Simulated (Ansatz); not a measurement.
Compare A (`Cc1ccncc1`) with its isomer B (`Cc1ccccn1`).

Program: Ansatz. Geometries: PBE0-D4/def2-TZVP. ΔE: electronic, gas phase. CBS: MP2 limit from def2 TZ/QZ plus the TZ coupled-cluster correction, frozen cores. Functionals use def2-TZVPP. B3LYP here is the variant with VWN-RPA as its local correlation; programs differ in this.

**Question.** Which isomer does CCSD(T)/CBS put lower? Give the gap. (Best estimate.)

**Answer.** Computed: B, by 1.2 kcal/mol.

**Question.** Give E(B) − E(A) in kcal/mol with HF/def2-TZVPP, CCSD(T)/def2-TZVPP, CCSD/def2-TZVPP, PBE-D4, PBE0-D4, B3LYP, MP2/def2-TZVPP. (Estimate.)

**Answer.** Computed: HF/def2-TZVPP -1.2, CCSD(T)/def2-TZVPP -1.0, CCSD/def2-TZVPP -1.0, PBE-D4 -1.0, PBE0-D4 -1.1, B3LYP -1.2, MP2/def2-TZVPP -1.1. None reverses the order clearly.

**Question.** Does the order hold for the free energy at 298.15 K (harmonic terms from PBE0-D4)? (Best estimate.)

**Answer.** The calculation gave: Yes: G(B) − G(A) = -0.7 kcal/mol. Modes under 60 cm⁻¹, often nearly free rotors, make the harmonic entropy too high.

Largest T1 diagnostic: 0.012.

Leaving LDA and LC-ωPBE aside and taking each functional with its dispersion term where it has one, the values, not all of them listed here, spread over 0.3 kcal/mol, from CAM-B3LYP-D4 to revPBE-D4.
